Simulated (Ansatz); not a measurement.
Isomers of C2H5NO. Isolated molecules, 0 K electronic values unless said otherwise. One relaxed conformer stands for each flexible species; it need not be the lowest. Strings in code marks are SMILES.

Quantity: electronic energy of isomers of C2H5NO relative to `CC(N)=O`, in kJ/mol.

A: `[H]/N=C(/C)O` (N–C–O–H torsion 0°)
B: `[H]/N=C\OC` (C–O–C–N torsion 0°)
C: `C=C(N)O`
D: `C1NCO1`
E: `C/N=C/O` (N–C–O–H torsion 0°)

### Question
Rank these by electronic energy of isomers of C2H5NO relative to `CC(N)=O` (lowest first), as PBE/cc-pVTZ // B3LYP-D3(BJ)/def2-TZVP (Ansatz, a program for electronic structure) gives it.

### Answer
A (62.1 kJ/mol), E (93.7 kJ/mol), C (107.4 kJ/mol), B (125.0 kJ/mol), D (222.7 kJ/mol)
